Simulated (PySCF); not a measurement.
Compound: CHClF2.
Bonds: F1–C2, C2–F3, C2–Cl4. Hydrogens: H5 on C2.

Linear response at PBE0/aug-cc-pVTZ (PySCF, frozen core in the response, non-relativistic). Geometry: PBE0-D3(BJ)/def2-TZVP; no solvent, vibrations or thermal averaging.

Static isotropic polarisability: 31.00 au (4.59 Å³), principal values 27.3, 28.6, 37.0 au.

Problem. What is the polarisability at 1064 nm and at the sodium D line?

Solution. 31.18 au at 1064 nm (+0.6 %), 31.61 au at 589.3 nm (+2.0 %). The rise at 589.3 nm is 3.34 times that at 1064 nm; a pure ω² law gives 3.26. The lowest singlet lies at 156 nm, shorter than both wavelengths.

Problem. What is the isotropic C6 coefficient between two such molecules, C6 = (3/π)∫α(iω)² dω?

Solution. 475.3 au (Eh·bohr⁶) by a ten-point quadrature over imaginary frequencies, which is 284 eV·Å⁶ or 27.4 J·nm⁶/mol.

Problem. Which effective excitation energy ω̄ makes London's formula C6 = (3/4)α²ω̄ exact here?

Solution. ω̄ = 4·C6/(3α²) = 0.659 Eh = 17.9 eV. A one-pole form α(ω) = α/(1 − ω²/ω̄²) fitted to the 1064 nm value gives 15.2 eV.

Problem. How many electrons N does the Slater–Kirkwood formula C6 = (3/4)·√N·α^(3/2) need to give this C6?

Solution. N = (4·C6/3)²/α³ = 13.5; the species has 42 electrons in all.

Problem. What does −C6/R⁶ come to at R = 6 Å between centres?

Solution. -590 J/mol. This is the leading, orientation-averaged term; C8 and higher terms are left out.

Problem. How anisotropic is the static polarisability, by Δα² = ½[(α1 − α2)² + (α2 − α3)² + (α3 − α1)²]?

Solution. Δα = 9.1 au, or 0.29 of the isotropic value.
